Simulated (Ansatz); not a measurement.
**BSiN+ (doublet): the correlation ladder, def2-QZVPP**

The task here is to estimate one member of a computed series from the others.

Program: Ansatz 0.2.0, Gaussian basis. Level of theory: def2-QZVPP, core rule «outside noble gas», up to 7 orbitals frozen. These are calculated values, not measurements.

The runs, in order: UHF; ROHF; CCSD(T) on UHF.

2 further runs of the same task are left out: 2 set aside as unsound or not needed.

### The geometry

The geometry is a PBE0/def2-TZVP stationary point (not a proven minimum) of the parent state, kept for this charge and spin.

3 atoms, charge 1, spin multiplicity 2.

Atoms are counted from 1 here; the program's logs count them from 0.

Bond lengths: B1–N2 1.274 Å, N2–Si3 1.674 Å. Angles: B1–N2–Si3 180.0°.

Coordinates:

```xyz
3

B     0.0000    0.0000   -1.4078
N     0.0000    0.0000   -0.1333
Si    0.0000    0.0000    1.5410
```

The first run:

in.yaml

```yaml
crystal:
  periodic: [false, false, false]
  atoms:
    - {symbol: B, position_ang: [0.000000, 0.000000, -1.407767]}
    - {symbol: N, position_ang: [0.000000, 0.000000, -0.133267]}
    - {symbol: Si, position_ang: [0.000000, 0.000000, 1.541033]}
basis:
  gaussian: {orbitals: "def2-QZVPP.json"}
total_charge: 1
magnetization: {spin_polarized: true, initial_magnetization: 1}
hamiltonian: {xc: hf}
output: {orbitals: {seedname: orbitals}}
```

Started as:

```console
ansatz run in.yaml --threads 1 --pin off --events-out ev --progress --plain --max-ram 2393MiB
```

Among the steps run: UHF; ROHF; CCSD(T) on UHF.

One of the session's tables, all rows but one given; the rest of the session is left out.

| method | from UCCSD(T) (kcal/mol) |
| --- | --- |
| ROHF | ? |
| UHF | +229.12 |
| UMP2 | +19.31 |
| UCCSD | +12.27 |
| UCCSD(T) | 0 |

Estimate the missing values for ROHF.

As computed: from UCCSD(T) (kcal/mol): +230.38. In the column «from UCCSD(T) (kcal/mol)» it is the highest.
